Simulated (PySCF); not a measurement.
Telling isomers of C₃H₄FN apart by NMR

[PySCF: shieldings: GIAO PBE0/pcSseg-1; spin–spin couplings from B3LYP/pcJ-1; coordinates at the PBE0-D3(BJ)/def2-SVP level; relativity neglected; one averaged value for each set of equivalent atoms; one computed conformer; no solvent model]

Chemical shifts δ = σref − σ; TMS for ¹H (σref 31.27) and ¹³C (σref 184.41), all at this level. Multiplet labels drop J under 1 Hz and among equivalent protons, and merge close values. Unscaled 3J(H,H) run several per cent high. One-bond C–F couplings are unscaled and too large by tens of Hz. Shifts are as computed. Against solution values, carbons near 30 ppm lie about +2 ppm off and those near 130 ppm about +5 ppm. Of 1211 compounds with measured shifts, 218 miss one by over three times the rms of a fit or turn the order of signals round; such compounds aren't used in these exercises. OH and NH positions are gas-phase values without hydrogen bonding to other molecules.

(1) Tabulate the signals of `C=N/C=C\F`, `[H]/N=C/C=C\F`, `C=NC(=C)F`, `C=N/C=C/F` and their relative energies.

(2) What is the quickest way to tell C=N/C=C\F from [H]/N=C/C=C\F?

(3) What is the quickest way to tell C=N/C=C\F from C=NC(=C)F?

(4) What is the quickest way to tell C=N/C=C\F from C=N/C=C/F?

## Answers

(1) 
```tsv
SMILES	carbon types	δC	δH	E rel. (kcal/mol)
C=N/C=C\F	2×CH 1×CH2	157.8, 154.2, 131.7	7.29 (m, 1H), 7.07 (m, 1H), 6.47 (m, 1H), 5.85 (ddd, 1H)	9.2
[H]/N=C/C=C\F	3×CH	167.9, 165.0, 121.6	10.44 (br s, 1H), 8.70 (dd, 1H), 7.00 (ddd, 1H), 5.71 (ddd, 1H)	0.0
C=NC(=C)F	1×C 2×CH2	169.0, 155.2, 102.8	7.60 (ddd, 1H), 7.26 (dt, 1H), 5.13 (dt, 1H), 4.96 (dd, 1H)	1.9
C=N/C=C/F	2×CH 1×CH2	167.8, 155.3, 136.6	7.61 (ddt, 1H), 7.37 (ddd, 1H), 7.07 (m, 1H), 6.85 (ddd, 1H)	7.5
```

Energies are electronic energies at PBE0/pcSseg-1 on these geometries, without zero-point or thermal terms, each for the one conformer computed, which needn't be the lowest.

(2) Both give the same number of carbon signals, but DEPT or the intensities differ. The first has a C=N carbon (CH2) at 154.2 ppm, the second a C=N carbon (CH) at 167.9 ppm. Their most deshielded carbons lie at 157.8 and 167.9 ppm. In the proton spectra the most deshielded non-exchanging signals are 7.29 (m, 1H) and 8.70 (dd, J = 9.8, 1.1 Hz, 1H).

(3) Both give the same number of carbon signals, but DEPT or the intensities differ. The first has an alkene CH at 157.8 ppm, the second a fully substituted alkene carbon (C) at 169.0 ppm.

(4) Both give the same number of carbon signals, with the same numbers of each carbon type, so the positions decide. The first has an alkene CH at 157.8 ppm, the second an alkene CH at 167.8 ppm.
